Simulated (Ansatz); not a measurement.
Process, species as SMILES: C(Cl)Cl → Cl[CH-]Cl + H+
B3LYP-D3(BJ)/def2-TZVP geometries, fixed; electronic energies without zero-point terms.
Largest species:
```xyz
5

C      0.0039     0.0052     0.7673
Cl    -0.0175     1.4825    -0.2263
Cl     0.0153    -1.4855    -0.2061
H     -0.8904    -0.0005     1.3784
H      0.9045     0.0193     1.3690
```

Basis-set convergence of the deprotonation energy at HF with Ansatz (a quantum-chemistry and plane-wave program). Cartesian d functions, on some or all atoms, in 6-31G*, 6-31G**, 6-31+G*, 6-311+G**; all else is spherical. No added dispersion term, no relativity. Functions are those of the species that has most. Reference: the value in aug-pcseg-3, 390.26 kcal/mol, itself unsure by roughly 0.25 kcal/mol (its mean distance from aug-cc-pV(Q+d)Z, def2-QZVPPD). Deviations are taken from unrounded values.

| basis | functions | deprotonation energy (kcal/mol) | minus reference (kcal/mol) |
|---|---|---|---|
| STO-3G | 25 | 450.30 | 60.04 |
| 6-31G | 39 | 381.15 | -9.12 |
| 6-31G* | 57 | 393.08 | 2.81 |
| def2-SVP | 60 | 397.53 | 7.26 |
| pcseg-1 | 60 | 385.54 | -4.72 |
| 6-31G** | 63 | 393.90 | 3.64 |
| 6-31+G* | 69 | 387.22 | -3.05 |
| def2-SVPD | 90 | 388.42 | -1.85 |
| aug-pcseg-1 | 95 | 385.39 | -4.87 |
| 6-311+G** | 96 | 387.54 | -2.72 |
| aug-cc-pV(D+d)Z | 105 | 386.03 | -4.23 |
| 6-311++G(2d,2p) | 117 | 388.14 | -2.12 |
| pcseg-2 | 126 | 390.90 | 0.64 |
| def2-TZVPD | 147 | 389.57 | -0.69 |
| jun-cc-pV(T+d)Z | 163 | 389.51 | -0.75 |
| aug-pcseg-2 | 192 | 389.85 | -0.41 |
| def2-QZVPP | 257 | 390.64 | 0.37 |
| def2-QZVPPD | 287 | 390.07 | -0.20 |
